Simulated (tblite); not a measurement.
# C2H2BrF: the cost of one run

Programs: tblite 0.8.0 and PySCF 2.14.0. All values are calculated, for the isolated system unless a continuum is named. Atoms count from 0, parts from 1.

### Step 1. The system as given

6 atoms, charge 0, multiplicity 1; geometry: rigid parts in contact. Parts: 1 = atoms 0–1, `FBr`, charge 0; 2 = atoms 2–5, `C#C`, charge 0.

### Step 2. Bringing the parts together with GFN2-xTB

The job: settings as JSON, then the geometry in Å.

```
{"job": {"kind": "dock", "xc": "GFN2-xTB", "basis": "xTB"}, "charge": 0, "multiplicity": 1, "parts": [{"atoms": "0-1", "charge": 0, "multiplicity": 1}, {"atoms": "2-5", "charge": 0, "multiplicity": 1}]}
Br     0.899805     0.007726     0.006131
F     -0.899805    -0.007726    -0.006131
C      3.453130    -0.455281     0.623571
C      3.320953    -1.536889     0.135985
H      3.569235     0.495858     1.052239
H      3.204959    -2.488090    -0.292568
```

Method: GFN2-xTB search for minima from random contacts, gas phase.

Started as:

```sh
$ OMP_NUM_THREADS=1 python cluster_run.py task.json out
```

One launch serves the whole session: the jobs run in the order shown.

Q: Estimate the wall time of this first job on 1 thread of AMD EPYC 9R45, shared host.

About 3.8 s.
